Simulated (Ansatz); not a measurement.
**H3O (doublet): the correlation ladder at distance O1–H3 along a hydrogen transfer = 0.960 Å, 6-31G**

Aim: climb from Hartree-Fock through coupled cluster for H3O (doublet) at one geometry and basis, and see what each rung misses.

Program: Ansatz 0.2.0, Gaussian basis. Level of theory: 6-31G, core rule «outside noble gas», up to 1 orbitals frozen. These are calculated values, not measurements.

To be run: UHF; CCSD(T) on ROHF; CCSD(T) on UHF; BCCD(T) on ROHF; CISD; CCSDT(Q) on ROHF; CCSDT(Q) on UHF; CISDTQ.

32 further runs of the same task are left out: 2 that didn't finish, 30 set aside as unsound or not needed.

### 1 What is computed

The geometry derives from fragments relaxed apart (PBE0/def2-TZVP) and kept rigid, so it is no stationary point. A hydrogen atom is moved between rigid fragments.

4 atoms, charge 0, spin multiplicity 2.

Atoms are counted from 1 here; the program's logs count them from 0.

Bond lengths: O1–H2 0.960 Å, O1–H3 0.960 Å. Angles: H2–O1–H3 105.1°.

### 2 UHF

Input file in.yaml:

```yaml
crystal:
  periodic: [false, false, false]
  atoms:
    - {symbol: O, position_ang: [-0.139944, -0.049094, 0.000000]}
    - {symbol: H, position_ang: [-0.389254, 0.877481, 0.000000]}
    - {symbol: H, position_ang: [0.819585, -0.049094, 0.000000]}
    - {symbol: H, position_ang: [1.791056, -0.049094, 0.000000]}
basis:
  gaussian: {orbitals: 6-31G}
magnetization: {spin_polarized: true, initial_magnetization: 1}
hamiltonian: {xc: hf}
output: {orbitals: {seedname: orbitals}}
```

The run is started by

```
> ansatz run in.yaml --threads 1 --pin off --events-out ev --progress --plain --max-ram 2393MiB
```

Further steps of the session: CCSD(T) on ROHF; CCSD(T) on UHF; BCCD(T) on ROHF; CISD; CCSDT(Q) on ROHF; CCSDT(Q) on UHF; CISDTQ.

Before running them: what should the planned runs give, taken together? Wanted: UCCSDT(Q) below the RHF energy; RMP2 from UCCSDT(Q); UMP2 from UCCSDT(Q); RCCSD from UCCSDT(Q); RCCSD(T) from UCCSDT(Q); UCCSD(T) from UCCSDT(Q); RCCSDT(Q) from UCCSDT(Q); T1 diagnostic.

The runs gave:

| quantity | value |
| --- | --- |
| UCCSDT(Q) below the RHF energy | -3.9177 eV |
| RMP2 from UCCSDT(Q) | +261.2 meV |
| UMP2 from UCCSDT(Q) | +270.6 meV |
| RCCSD from UCCSDT(Q) | +51.0 meV |
| RCCSD(T) from UCCSDT(Q) | +17.0 meV |
| UCCSD(T) from UCCSDT(Q) | +16.2 meV |
| RCCSDT(Q) from UCCSDT(Q) | -0.1 meV |
| levels within 1 kcal/mol (43 meV) | RCCSD(T), UCCSD(T), BCCD(T), RCCSDT, UCCSDT, CISDTQ, RCCSDT(Q) |
| T1 diagnostic | 0.020 |

What this shows: RCCSD(T) lands +17.0 meV from the yardstick (0.4 % of the correlation energy). These misses are within one basis, not against nature; the frozen cores of restricted and unrestricted runs differ, which can shift their rows.
